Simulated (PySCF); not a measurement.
## Si–NH$_{2}$, quartet: the ladder up to RCCSDT

Geometry: that of the Si–NH2, doublet, kept fixed. The doublet lies 3.5 eV lower here.

```xyz
4

Si    0.0000    0.0000    0.6455
N     0.0000    0.0000   -1.0599
H     0.0000    0.8350   -1.6290
H     0.0000   -0.8350   -1.6290
```

Basis cc-pVDZ; PySCF 2.14.0. Only valence electrons are correlated (noble-gas cores frozen), which leaves 11 electrons in 36 orbitals. R marks a restricted (for open shells ROHF) determinant, U an unrestricted one.

Full CI isn't at hand for all of this; RCCSDT serves as the reference. It lacks quadruple excitations, which often exceed the step from CCSD(T) to CCSDT. The frozen core follows each run's orbitals, which can shift R against U totals by a few meV.

The UHF ⟨S²⟩ is 3.754. The T1 diagnostic (ROHF- or RHF-based CCSD) is 0.0204. The largest doubles amplitude (ROHF- or RHF-based CCSD) is 0.051. The T1 diagnostic (UCCSD) is 0.0167.

```json
{"level": "RHF", "E − E(RCCSDT) (kJ/mol)": "627.2", "share of correlation (%)": "0.00", "wall time": "–"}
{"level": "UHF", "E − E(RCCSDT) (kJ/mol)": "623.5", "share of correlation (%)": "0.58", "wall time": "–"}
{"level": "RMP2", "E − E(RCCSDT) (kJ/mol)": "68.0", "share of correlation (%)": "89.15", "wall time": "–"}
{"level": "UMP2", "E − E(RCCSDT) (kJ/mol)": "67.5", "share of correlation (%)": "89.23", "wall time": "–"}
{"level": "RCCSD", "E − E(RCCSDT) (kJ/mol)": "16.7", "share of correlation (%)": "97.34", "wall time": "–"}
{"level": "UCCSD", "E − E(RCCSDT) (kJ/mol)": "16.6", "share of correlation (%)": "97.36", "wall time": "–"}
{"level": "RCCSD(T)", "E − E(RCCSDT) (kJ/mol)": "1.5", "share of correlation (%)": "99.77", "wall time": "1.1 s"}
{"level": "UCCSD(T)", "E − E(RCCSDT) (kJ/mol)": "1.5", "share of correlation (%)": "99.77", "wall time": "0.88 s"}
{"level": "UCCSDT", "E − E(RCCSDT) (kJ/mol)": "0.0", "share of correlation (%)": "100.00", "wall time": "5 min"}
```

The correlation energy at RCCSDT, counted from RHF, is -6.500 eV. That run took 4.7 min on 1 thread of Intel Xeon 6975P-C, shared host.

Times are those of the correlated step on a shared host, with one SCF added for the restricted CCSD run; they ran on 1 thread of Intel Xeon 6975P-C.
